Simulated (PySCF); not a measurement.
# Al: electron affinity

Al⁻ [Ne] 3s2 3p2 (3P) → Al [Ne] 3s2 3p1 (2P), as a difference of total energies. Computed with PySCF 2.14 in aug-cc-pV(T+d)Z, with no relativity, point nucleus. Correlated levels: valence: [Ne] frozen. The calculations carry no spin-orbit coupling.

| method | electron affinity (eV) | error (eV) |
| --- | --- | --- |
| UHF | 0.016 | -0.417 |
| LDA | 0.639 | +0.206 |
| PBE | 0.584 | +0.151 |
| PBE0 | 0.536 | +0.103 |
| r2SCAN | 0.613 | +0.180 |
| wB97M-V | 0.350 | -0.083 |
| revPBE | 0.563 | +0.130 |
| TPSS | 0.512 | +0.079 |
| B2PLYP | 0.341 | -0.092 |
| MP2 (valence) | 0.364 | -0.069 |
| SCS-MP2 (valence) | 0.264 | -0.169 |

Reference: 0.433 eV (measured; photodetachment measurements, as compiled on the Wikipedia data page of electron affinities).

Errors of the correlated levels include the incompleteness of this basis and the frozen core.

In the anion the highest occupied orbital energy is positive at LDA, PBE, PBE0, r2SCAN, revPBE, TPSS, B2PLYP, a self-interaction effect; the basis confines that electron, and the energy difference can still be sensible.
